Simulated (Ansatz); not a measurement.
**Molybdenum, bcc under BLYP: structure, energy and stiffness**

What does BLYP give for molybdenum in the bcc structure? We relax it, solve it on a dense k-mesh, switch on spin-orbit coupling, then scale the cell to 7 volumes from 88 to 112 % of the relaxed one and try a fit of the equation of state. The k-meshes are 14×14×14 for the relaxation; 23×23×23 for the dense run; 14×14×14 for spin-orbit coupling; 23×23×23 for the volumes. The starting cell is the deposited one, from the Crystallography Open Database.

Computed with Ansatz 0.2.0 (DFT BLYP, plane waves (420 eV) with PAW, scalar-relativistic; PAW files made under PBE, frozen cores solved again for the functional, unless a step says otherwise).

### 1 The system as given

Symmetry: Im-3m, No. 229, cubic system. Conventional cell: a = 3.147 Å, b = 3.147 Å, c = 3.147 Å, α = 90.00°, β = 90.00°, γ = 90.00°. Around Mo (site symmetry m-3m) lie 8 Mo at 2.73 Å.

Coordinates:

```
Mo
1.0
    -1.57365    1.57365    1.57365
     1.57365   -1.57365    1.57365
     1.57365    1.57365   -1.57365
Mo
1
Direct
  0.00000 0.00000 0.00000
```

### 2 Relaxing cell and atoms

Input file input.yaml:

```yaml
crystal:
  lattice:
    - [-1.57365, 1.57365, 1.57365]
    - [1.57365, -1.57365, 1.57365]
    - [1.57365, 1.57365, -1.57365]
  atoms:
    - { symbol: Mo, position: [0.0, 0.0, 0.0] }
hamiltonian:
  xc: blyp
  pseudopotentials:
    kind: paw
    azcp:
      Mo: "pseudopotentials/Mo.paw.azcp"
basis:
  ecutwfc: 420
  fft_grid_basis: typed
kpoints:
  mp_grid: { grid: [14, 14, 14], shift: [0, 0, 0] }
magnetization:
  spin_polarized: false
scf:
  occupations: { method: fermi_dirac, width: 0.1 }
relax:
  max_steps: 60
  f_tol: 0.01
  cell: {}
```

The runs that follow: Dense single point; A two-component run at the same geometry; Volume × 0.88; Volume × 0.92; Volume × 0.96; Volume × 1.0; Volume × 1.04; Volume × 1.08; Volume × 1.12.

Before running it: what results should come out? Wanted: space group; conventional cell; volume; shortest distance; gap on the mesh; V₀, B₀, B₀′.

**Answer**, as computed:

| quantity | value |
| --- | --- |
| space group (spins left aside) | Im-3m (No. 229) |
| conventional cell | a = 3.203 Å |
| volume | 16.434 Å³/atom |
| shortest distance | 2.774 Å |
| against the deposited volume | +5.4 % (15.588 Å³/atom) |
| gap on the mesh | none (levels filled in part) |
| V₀, B₀, B₀′ | 16.408 Å³/atom, 233 GPa, 4.3 |

In words: Against experiment, BLYP misses the volume by +5.4 %. Cells that are too large are usual for this functional. The deposited cell holds zero-point motion and, unless taken cold, thermal expansion, so the miss against a static lattice is larger still. Levels at the Fermi energy are filled in part, as in a metal. Totals with and without spin-orbit coupling (-1.2 eV/atom apart) can't be read as binding, since the two-component data shift the zero of energy. B₀ comes out at 233 GPa.
